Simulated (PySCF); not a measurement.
C3H4. Atoms are numbered in the order given.

```xyz
7

C      0.0000     0.0000    -1.2360
C      0.0000     0.0000     0.2181
C      0.0000     0.0000     1.4176
H     -0.8833     0.5100    -1.6258
H      0.0000    -1.0199    -1.6258
H      0.8833     0.5100    -1.6258
H      0.0000     0.0000     2.4795
```

Coordinates come from a B3LYP-D3(BJ)/def2-TZVP optimisation.

Computed with PBE0/pcSseg-2 run with PySCF.

GIAO shieldings, no solvent; atoms alike by connectivity are averaged. δ = σ(ref) − σ: ¹³C against TMS (σ = 186.1 ppm); ¹H against TMS (σ = 31.54 ppm), references at their B3LYP-D3(BJ)/def2-TZVP geometries, non-relativistic.

Computed chemical shifts:
```csv
nucleus,atoms,count,δ (ppm)
¹³C,C2,1,86.5
¹³C,C3,1,74.3
¹³C,C1,1,4.2
¹H,"H4, H5, H6",3,1.82
¹H,H7,1,1.32
```
